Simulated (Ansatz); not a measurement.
**AlN, triplet: up the ladder of correlation methods**

Calculated in Ansatz's Gaussian-basis code; BCCD, MP3, OMP3 by scripts on PySCF. Nonrelativistic, cc-pV(T+d)Z on Al, cc-pVTZ on N, 6 core orbitals frozen. Perturbation and coupled-cluster methods stand on the Hartree–Fock determinant that coupled cluster favours; RHF here means ROHF, with semicanonical perturbation theory. 

Correlation energy of CCSD(T), then each method's total less that of CCSD(T), in eV:

| case | E corr CCSD(T) | MP2 | MP3 | UOMP3 | CCSD | BCCD | BCCD(T) | determinant |
| --- | --- | --- | --- | --- | --- | --- | --- | --- |
| 1.790 Å RHF | -6.447 | +1.178 | +0.589 | +0.347 | +0.286 | +0.295 | -0.015 | T1 = 0.081, 0.46 eV over the lowest such Hartree–Fock solution met |
| 1.790 Å UHF | -6.210 | +1.137 | +0.559 | +0.349 | +0.277 | +0.294 | -0.012 | T1 = 0.064, ⟨S²⟩ = 2.069, 0.38 eV over the lowest such Hartree–Fock solution met |

**Question.** How far does CCSDT lie from CCSD(T) in each case, and where is CCSD(T) within 1 kcal/mol (0.043 eV)?

**Answer.** 1.790 Å RHF: -0.058 eV (outside); 1.790 Å UHF: -0.059 eV (outside).

**Question.** Which method comes nearest to CCSDT in total energy for 1.790 Å UHF?

**Answer.** BCCD(T), 0.047 eV away; next CCSD(T) (0.059 eV), last MP2 (1.196 eV).

Several Brueckner solutions were met.
